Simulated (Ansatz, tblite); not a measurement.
Cost and result up the ladder for Li₃⁺ (3 atoms). The state is a singlet with charge 1. Geometry: r2SCAN/def2-TZVP.

Cartesian coordinates in Å:
```
Li 1.389 -0.427 -0.996
Li -0.789 1.560 -0.212
Li -0.599 -1.133 1.208
```

Ansatz on 4 threads of Arm Neoverse V2 on a shared host; xTB runs through tblite on one thread. Times are rough, summed over both states, and most runs start from the orbitals of an earlier one. PBE-QIDH/def2-TZVP serves as the yardstick here, not as an exact answer. The other state is a triplet at its own geometry, which has other bonds, so the gap mixes isomer and spin.

The xTB rows come from tblite. LC-ωPBE has ω = 0.4 bohr⁻¹. Correlated methods freeze no core orbitals; core or outer-core shells of Li are correlated, in sets that lack core-valence functions. The structure comes from a short search, and lower isomers may exist.

Run but left out: HF/STO-3G (singlet: restricted singlet, unstable in another Hartree–Fock run and untested here); HF/def2-TZVPP (singlet: restricted singlet, unstable towards broken spin symmetry).

Correlated methods converge slowly with the basis.

xTB has no spin-polarisation term.

```json
{"level": "GFN2-xTB", "functions": "12", "wall time": "0.002 s", "triplet − singlet (eV)": "1.84", "difference from PBE-QIDH/def2-TZVP (eV)": "1.16", "remarks": "–"}
{"level": "GFN1-xTB", "functions": "12", "wall time": "0.003 s", "triplet − singlet (eV)": "1.59", "difference from PBE-QIDH/def2-TZVP (eV)": "0.91", "remarks": "–"}
{"level": "MP2/def2-TZVP", "functions": "42", "wall time": "0.2 s", "triplet − singlet (eV)": "0.44", "difference from PBE-QIDH/def2-TZVP (eV)": "-0.24", "remarks": "–"}
{"level": "PBE/def2-TZVP", "functions": "42", "wall time": "0.4 s", "triplet − singlet (eV)": "0.85", "difference from PBE-QIDH/def2-TZVP (eV)": "0.17", "remarks": "–"}
{"level": "revPBE/def2-TZVP", "functions": "42", "wall time": "0.45 s", "triplet − singlet (eV)": "0.85", "difference from PBE-QIDH/def2-TZVP (eV)": "0.17", "remarks": "–"}
{"level": "PBE0/def2-TZVP", "functions": "42", "wall time": "0.5 s", "triplet − singlet (eV)": "0.81", "difference from PBE-QIDH/def2-TZVP (eV)": "0.13", "remarks": "–"}
{"level": "PBE-QIDH/def2-TZVP", "functions": "42", "wall time": "0.55 s", "triplet − singlet (eV)": "0.68", "difference from PBE-QIDH/def2-TZVP (eV)": "0.00", "remarks": "–"}
{"level": "RPA@PBE/def2-TZVP", "functions": "42", "wall time": "0.55 s", "triplet − singlet (eV)": "0.62", "difference from PBE-QIDH/def2-TZVP (eV)": "-0.06", "remarks": "–"}
{"level": "CCSD(T)/def2-TZVPP", "functions": "57", "wall time": "0.55 s", "triplet − singlet (eV)": "0.78", "difference from PBE-QIDH/def2-TZVP (eV)": "0.10", "remarks": "restricted SCF unstable (singlet)"}
{"level": "LC-ωPBE/def2-TZVP", "functions": "42", "wall time": "0.6 s", "triplet − singlet (eV)": "0.74", "difference from PBE-QIDH/def2-TZVP (eV)": "0.06", "remarks": "–"}
{"level": "r2SCANh/def2-TZVP", "functions": "42", "wall time": "1.1 s", "triplet − singlet (eV)": "0.69", "difference from PBE-QIDH/def2-TZVP (eV)": "0.01", "remarks": "–"}
{"level": "r2SCAN/def2-TZVP (with forces)", "functions": "42", "wall time": "1.1 s", "triplet − singlet (eV)": "0.68", "difference from PBE-QIDH/def2-TZVP (eV)": "0.00", "remarks": "–"}
{"level": "ωB97M-V/def2-TZVP", "functions": "42", "wall time": "1.4 s", "triplet − singlet (eV)": "1.25", "difference from PBE-QIDH/def2-TZVP (eV)": "0.57", "remarks": "–"}
```
